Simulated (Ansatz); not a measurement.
`CN(C)P`, charge 0, multiplicity 1.

(1) Give a relaxed structure at PBE0-D4/def2-TZVP (Ansatz 0.2.0). (Best estimate.)

Answers

(1) The calculation gave: 
Cartesian coordinates in Å:
```
C -0.193 -0.814 -1.217
N 0.335 0.084 -0.212
C 0.218 -0.425 1.133
P 0.100 1.742 -0.506
H -1.266 -1.024 -1.085
H 0.341 -1.769 -1.177
H -0.051 -0.384 -2.210
H 0.637 -1.436 1.187
H -0.827 -0.471 1.479
H 0.775 0.211 1.823
H -1.055 2.045 0.297
H 0.985 2.242 0.487
```
This is one stationary point; other conformers may exist.
